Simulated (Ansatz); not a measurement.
A nudged elastic band was laid between two geometries of BClH2 + Cl (5 atoms, charge 0, multiplicity 2).

The calculation used UKS BHLYP/def2-SVP (Ansatz).

```
movable images  : 5
climbing image  : yes
spring          : 5.0 eV/Å²
optimiser       : quadratic models (default)
start path      : through a guess of the saddle point
force threshold : 0.05 eV/Å
iteration limit : 60
end points      : relaxed
```

First end point:

```xyz
5
Properties=species:S:1:pos:R:3
B -0.160 0.000 0.029
H -0.561 0.000 1.160
H 0.998 0.000 -0.251
Cl -1.341 0.000 -1.240
Cl 0.484 0.000 3.326
```

Last end point:

```xyz
5
Properties=species:S:1:pos:R:3
B -0.041 0.000 -0.247
H -0.098 0.000 1.911
H 1.067 0.000 -0.691
Cl -1.486 0.000 -1.158
Cl -0.022 0.000 3.210
```

Question: What changes between the two ends?

Answer: Bonds broken: B1–H2. Bonds formed: H2–Cl5. BClH2 + Cl becomes BClH + ClH.

Question: Give the energies along the band, and the barrier.

Answer: It converged. The highest image is number 5 of 0 to 6, 0.33 eV above the first end and 0.01 eV above the last; the last end lies 0.32 eV above the first. A vibrational analysis at the climbing image gives 2 clearly imaginary modes (188i, 97i cm⁻¹): a point of higher order, so a lower path passes nearby.

```csv
image,path coordinate (Å),energy (eV),B1–H2 (Å),H2–Cl5 (Å)
0,0.00,0.00,1.20,2.41
1,0.36,0.00,1.20,2.37
2,0.72,0.00,1.20,2.31
3,1.08,0.01,1.21,2.14
4,1.44,0.11,1.30,1.74
5,1.79,0.33,1.75,1.36
6,2.25,0.32,2.16,1.30
```

Question: What is the geometry of the highest image?

Answer: 
```xyz
5
Properties=species:S:1:pos:R:3
B -0.005 -0.001 -0.101
H -0.055 -0.002 1.646
H 1.077 0.001 -0.600
Cl -1.497 0.001 -0.926
Cl -0.101 0.001 3.007
```

The band took 13 iterations and roughly 4 core-minutes.

The run took 3.8 min on 1 thread of Arm Neoverse V1, with other jobs on the host, peak memory 0.14 GiB.
